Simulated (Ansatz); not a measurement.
Worked example: correlation energy of [BH$_{2}$···H···H], doublet

All five atoms lie in one plane.

Geometry: a point of a hydrogen-transfer path between rigid fragments, not a stationary point.

```xyz
5

B    -0.1596    0.0000    0.0000
H    -0.7563    1.0336    0.0000
H    -0.7563   -1.0336    0.0000
H     1.1574    0.0000    0.0000
H     2.0664    0.0000    0.0000
```

Basis cc-pVTZ; Ansatz 0.2.0. Correlated methods freeze the noble-gas cores, which leaves 7 electrons in 85 orbitals. R marks a restricted (for open shells ROHF) determinant, U an unrestricted one.

Full CI isn't at hand for all of this; UCCSDT(Q) serves as the reference, and is uncertain by about the last step of the cluster series.

Runs differ by some tens of microhartree through their thresholds and, for an open shell, their frozen cores, so steps under 0.03 kcal/mol mean nothing.

```
    level  total energy (hartree)
      UHF              -26.860208
     UMP2              -26.984328
    UCCSD              -27.010148
 UCCSD(T)              -27.013358
   UCCSDT              -27.013955
UCCSDT(Q)              -27.014025
```

Task: What is the correlation energy at UCCSDT(Q), and what share of it do UMP2 and UCCSD(T) recover?

Result: E(corr) = -27.014025 − (-26.860208) = -0.153817 hartree = -4.186 eV. UMP2: -0.124120 / -0.153817 = 80.69 %. UCCSD(T): -0.153150 / -0.153817 = 99.57 %.

Task: By how many kcal/mol does UCCSD(T) miss UCCSDT(Q) (1 hartree = 627.509 kcal/mol), and which steps make up the rest?

Result: -27.013358 − (-27.014025) = 0.000667 hartree = 0.42 kcal/mol. Steps: UCCSDT − UCCSD(T) = -0.37, UCCSDT(Q) − UCCSDT = -0.04 kcal/mol. That is within 1 kcal/mol of the reference in this basis, which itself misses far more of the correlation at the basis-set limit.
